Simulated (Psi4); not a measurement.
# singlet CN+ at 6 levels

Wanted: a comparison of 6 runs (B2PLYP/cc-pVTZ, B3LYP/cc-pVTZ, BLYP/cc-pVTZ, PBE0/cc-pVTZ, SVWN5/cc-pVTZ, wB97X/cc-pVTZ) of singlet CN+. 

The results are computed with Psi4 1.11.

1 further run of the same task is left out (set aside as unsound or not needed).

## 1. Starting point

The species is CN+ (2 atoms), meant as a singlet with charge +1. SMILES of the parent species: `[C]#N`. The shape is that of a PBE0-D4/def2-TZVP optimisation. That shape belongs to the parent species and isn't relaxed for this state.

Bond lengths: C1–N2 1.160 Å.

## 2. A single-point energy at B2PLYP/cc-pVTZ (density fitting for correlation) (run 1)

Contents of run_ase.py:

```python
import numpy as np
from ase.calculators.psi4 import Psi4
from ase import Atoms

mol = Atoms(['C', 'N'], positions=[
    [0.495600, -0.160400, 0.255200],
    [-0.495600, 0.160400, -0.255200],
])
calc = Psi4(atoms=mol, method='b2plyp', basis='cc-pVTZ', memory='1600MB', num_threads=1, charge=1, multiplicity=1, label='calc', reference='rks')
calc.psi4.set_options({'puream': True, 'e_convergence': 1e-09, 'd_convergence': 1e-08, 'scf_type': 'pk', 'dft_radial_points': 99, 'dft_spherical_points': 590, 'num_frozen_docc': 2})
mol.calc = calc

print(f'energy: {mol.get_potential_energy():.6f} eV')
```

Launch:

```sh
$ python run_ase.py
```

calc.dat:

```text
[...]
  Running in c1 symmetry.
[...]
  Nuclear repulsion =   19.157741572308019
[...]
  Multiplicity = 1
[...]
  Nalpha       = 6
  Nbeta        = 6
[...]
    Number of basis functions: 60
[...]
   @RKS iter   1:   -91.80897575545436    4.03628e-02   1.00728e-02 DIIS/ADIIS
[...]
   @RKS iter  12:   -92.00021337811845   -2.84217e-14   6.86557e-10 DIIS
[...]
    Orbital Energies [Eh]
    ---------------------
    Doubly Occupied:
       1A    -15.365188     2A    -11.216922     3A     -1.487642
       4A     -0.907031     5A     -0.837780     6A     -0.837780
[...]
  @RKS Final Energy:   -92.00021337811845
   => Energetics <=
    Nuclear Repulsion Energy =             19.1577415723080193
    One-Electron Energy =                -156.9552095957487836
    Two-Electron Energy =                  51.4194060255209706
    DFT Exchange-Correlation Energy =      -5.6221513801986642
    Empirical Dispersion Energy =           0.0000000000000000
    VV10 Nonlocal Energy =                  0.0000000000000000
    Total Energy =                        -92.0002133781184455
[...]
 Multipole Moments:
 ------------------------------------------------------------------------------------
     Multipole            Electronic (a.u.)      Nuclear  (a.u.)        Total (a.u.)
 ------------------------------------------------------------------------------------
 L = 1.  Multiply by 2.5417464519 to convert [e a0] to [Debye]
 Dipole X            :          0.7811699            0.0013286            0.7824985
 Dipole Y            :         -0.2528242           -0.0004300           -0.2532542
 Dipole Z            :          0.4022489            0.0006841            0.4029330
 Magnitude           :                                                    0.9158584
[...]
```

Standard output:

```text
energy: -2507.549796 eV
```

It took 5.1 s on 1 thread of Intel Xeon Platinum 8375C at 2.90GHz (Ice Lake), shared host; peak memory 0.46 GiB.

## 3. Energy and gradient at B3LYP/cc-pVTZ (run 2)

Contents of input.inp:

```
memory 1600 mb

molecule {
  1 1
  C      0.495600    -0.160400     0.255200
  N     -0.495600     0.160400    -0.255200
  symmetry c1
}

set {
  puream               true
  e_convergence        1e-09
  d_convergence        1e-08
  scf_type             pk
  dft_radial_points    99
  dft_spherical_points 590
}

gradient("b3lyp/cc-pVTZ")
```

Launch:

```sh
$ psi4 -n 1 input.inp input.out
```

input.out:

```text
[...]
  Running in c1 symmetry.
[...]
  Nuclear repulsion =   19.157741572308023
[...]
  Multiplicity = 1
[...]
  Nalpha       = 6
  Nbeta        = 6
[...]
    Number of basis functions: 60
[...]
   @RKS iter   1:   -91.94027700073964    2.56052e-01   1.18741e-02 DIIS/ADIIS
[...]
   @RKS iter  11:   -92.18878816327266   -6.12630e-11   4.87992e-10 DIIS
[...]
    Orbital Energies [Eh]
    ---------------------
    Doubly Occupied:
       1A    -14.839512     2A    -10.764739     3A     -1.361181
       4A     -0.855678     5A     -0.779184     6A     -0.779184
[...]
  @RKS Final Energy:   -92.18878816327266
   => Energetics <=
    Nuclear Repulsion Energy =             19.1577415723080229
    One-Electron Energy =                -157.0847638444489576
    Two-Electron Energy =                  55.2436732040899088
    DFT Exchange-Correlation Energy =      -9.5054390952216288
    Empirical Dispersion Energy =           0.0000000000000000
    VV10 Nonlocal Energy =                  0.0000000000000000
    Total Energy =                        -92.1887881632726618
[...]
 Multipole Moments:
 ------------------------------------------------------------------------------------
     Multipole            Electronic (a.u.)      Nuclear  (a.u.)        Total (a.u.)
 ------------------------------------------------------------------------------------
 L = 1.  Multiply by 2.5417464519 to convert [e a0] to [Debye]
 Dipole X            :          0.0000000            0.0000000            0.0000000
 Dipole Y            :         -0.0000000            0.0000000           -0.0000000
 Dipole Z            :          0.7924473            0.0015550            0.7940023
 Magnitude           :                                                    0.7940023
[...]
  -Total Gradient:
     Atom            X                  Y                   Z
    ------   -----------------  -----------------  -----------------
       1       -0.000000000000     0.000000000000    -0.026604732463
       2       -0.000000000000     0.000000000000     0.026603840754
[...]
```

Wall time 6.3 s (1 thread of Intel Xeon Platinum 8375C at 2.90GHz (Ice Lake), shared host); peak memory 0.44 GiB.

Runs 3 to 5 aren't shown in full; the table further down has their settings and results.

## 4. A single-point energy at wB97X/cc-pVTZ (run 6)

Contents of job.in:

```
memory 1.6 GB

molecule m {
  1 1
  C
  N 1 1.160129
  symmetry c1
  no_reorient
  no_com
}

set basis cc-pVTZ
set puream true
set e_convergence 1e-09
set d_convergence 1e-08
set scf_type pk
set dft_radial_points 99
set dft_spherical_points 590

e, wfn = energy("wb97x", return_wfn=True)
oeprop(wfn, "QUADRUPOLE", "MULLIKEN_CHARGES", "MAYER_INDICES", title="WB97X")
print_variables()
```

Launch:

```sh
$ psi4 job.in job.out -n 1
```

job.out:

```text
[...]
  Running in c1 symmetry.
[...]
  Nuclear repulsion =   19.157734052109724
[...]
  Multiplicity = 1
[...]
  Nalpha       = 6
  Nbeta        = 6
[...]
    Number of basis functions: 60
[...]
   @RKS iter   1:   -91.96575400154211   -5.81548e-02   9.85830e-03 ADIIS/DIIS
[...]
   @RKS iter  11:   -92.15071428507321   -2.05631e-11   6.03724e-09 DIIS
[...]
    Orbital Energies [Eh]
    ---------------------
    Doubly Occupied:
       1A    -14.910017     2A    -10.848673     3A     -1.483061
       4A     -0.948671     5A     -0.881490     6A     -0.881490
[...]
  @RKS Final Energy:   -92.15071428507321
   => Energetics <=
    Nuclear Repulsion Energy =             19.1577340521097241
    One-Electron Energy =                -157.0716834687990513
    Two-Electron Energy =                  54.1291010755152513
    DFT Exchange-Correlation Energy =      -8.3658659438991432
    Empirical Dispersion Energy =           0.0000000000000000
    VV10 Nonlocal Energy =                  0.0000000000000000
    Total Energy =                        -92.1507142850732066
[...]
 Multipole Moments:
 ------------------------------------------------------------------------------------
     Multipole            Electronic (a.u.)      Nuclear  (a.u.)        Total (a.u.)
 ------------------------------------------------------------------------------------
 L = 1.  Multiply by 2.5417464519 to convert [e a0] to [Debye]
 Dipole X            :         -0.0000000            0.0000000           -0.0000000
 Dipole Y            :          0.0000000            0.0000000            0.0000000
 Dipole Z            :         -0.8622490           -0.0015550           -0.8638041
 Magnitude           :                                                    0.8638041
 L = 2.  Multiply by 1.3450342976 to convert [e a0^2] to [Debye ang]
 Quadrupole XX       :         -6.5187245            0.0000000           -6.5187245
 Quadrupole XY       :         -0.0000000            0.0000000           -0.0000000
[...]
  Mulliken Charges: (a.u.)
   Center  Symbol    Alpha    Beta     Spin     Total
       1     C     2.70376  2.70376  0.00000  0.59247
       2     N     3.29624  3.29624  0.00000  0.40753
   Total alpha =  6.00000, Total beta =  6.00000, Total charge =  1.00000
  Mayer Bond Indices:
[...]
```

Run time: 6.3 s. Hardware: 1 thread of Intel Xeon Platinum 8375C at 2.90GHz (Ice Lake), shared host; peak memory 0.46 GiB.

## 5. All runs side by side

| run | level | task | fitting correlation | energy (Eh) | HOMO energy (eV) | LUMO energy (eV) | HOMO–LUMO gap (eV) | wall time |
| --- | --- | --- | --- | --- | --- | --- | --- | --- |
| 1 | B2PLYP/cc-pVTZ (density fitting for correlation) | energy | density fitting | -92.150756 | -22.80 | -17.07 | 5.73 | 5.1 s |
| 2 | B3LYP/cc-pVTZ | gradient | – | -92.188788 | -21.20 | -18.92 | 2.29 | 6.3 s |
| 3 | BLYP/cc-pVTZ | energy | – | -92.199667 | -19.81 | -19.60 | 0.21 | 4.5 s |
| 4 | PBE0/cc-pVTZ | energy | – | -92.071838 | -21.46 | -18.61 | 2.85 | 5.4 s |
| 5 | SVWN5/cc-pVTZ | gradient | – | -91.404313 | -20.08 | -19.85 | 0.22 | 5.1 s |
| 6 | wB97X/cc-pVTZ | energy | – | -92.150714 | -23.99 | -16.08 | 7.91 | 6.3 s |

## 6. Results

```
            quantity         value
 run 6: total energy  -92.15071 Eh
  run 6: HOMO energy     -23.99 eV
  run 6: LUMO energy     -16.08 eV
run 6: HOMO–LUMO gap       7.91 eV
```

In words: The HOMO–LUMO gap runs from 0.21 eV (BLYP/cc-pVTZ) to 7.91 eV (wB97X/cc-pVTZ). Totals of different functionals can't be ranked against each other. All runs together took 33 s, the longest 6.3 s.
